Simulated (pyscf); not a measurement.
PySCF, gas phase, ωB97X-D3(BJ)/def2-SVP geometries.

Task: HO–SbH• + H₂ → SbH₂• + H₂O
Surface: doublet. Broken: O–Sb, H–H. Formed: H–Sb, H–O. Give ΔE‡ and ΔE from ωB97M-D3(BJ)/def2-TZVP, relative to the separated reactants.

Result: ΔE‡ = 152.5 kJ/mol, ΔE = -18.2 kJ/mol. Zero-point energy shifts the barrier by +7.7 kJ/mol. It is a four-centre exchange, with an imaginary mode of 1703i cm⁻¹. At the saddle there is also a short H–Sb contact that neither side keeps. This is the saddle that the search found; another between the same sides may lie lower. Elements past Kr carry the def2 core potentials, without spin-orbit coupling.
